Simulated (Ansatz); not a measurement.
**Worked example: correlation energy of BGe⁻, triplet**

Geometry: that of the BGe⁻, singlet, kept fixed.

```xyz
2

Ge    0.0000    0.0000    0.0000
B     0.0000    0.0000    1.8406
```

Basis aug-cc-pVDZ; Ansatz 0.2.0. Correlated methods freeze the noble-gas cores and the filled d shells of p-block atoms, which leaves 8 electrons in 44 orbitals. R marks a restricted (for open shells ROHF) determinant. No spin–orbit coupling is included, and no scalar relativity.

Full CI isn't at hand for all of this; RCCSDT(Q) serves as the reference, and is uncertain by about the last step of the cluster series.

Runs differ by some tens of microhartree through their thresholds and, for an open shell, their frozen cores, so steps under 0.03 kcal/mol mean nothing.

| level | total energy (hartree) |
| --- | --- |
| RHF | -2099.901680 |
| RMP2 | -2100.048799 |
| RCCSD | -2100.073500 |
| RCCSD(T) | -2100.084781 |
| RCCSDT | -2100.086535 |
| RCCSDT(Q) | -2100.087484 |

Q: What is the correlation energy at RCCSDT(Q), and what share of it do RMP2 and RCCSD(T) recover?

A: E(corr) = -2100.087484 − (-2099.901680) = -0.185804 hartree = -5.056 eV. RMP2: -0.147119 / -0.185804 = 79.18 %. RCCSD(T): -0.183101 / -0.185804 = 98.55 %.

Q: By how many kcal/mol does RCCSD(T) miss RCCSDT(Q) (1 hartree = 627.509 kcal/mol), and which steps make up the rest?

A: -2100.084781 − (-2100.087484) = 0.002703 hartree = 1.70 kcal/mol. Steps: RCCSDT − RCCSD(T) = -1.10, RCCSDT(Q) − RCCSDT = -0.60 kcal/mol. Differences between like states or geometries often cancel part of this.
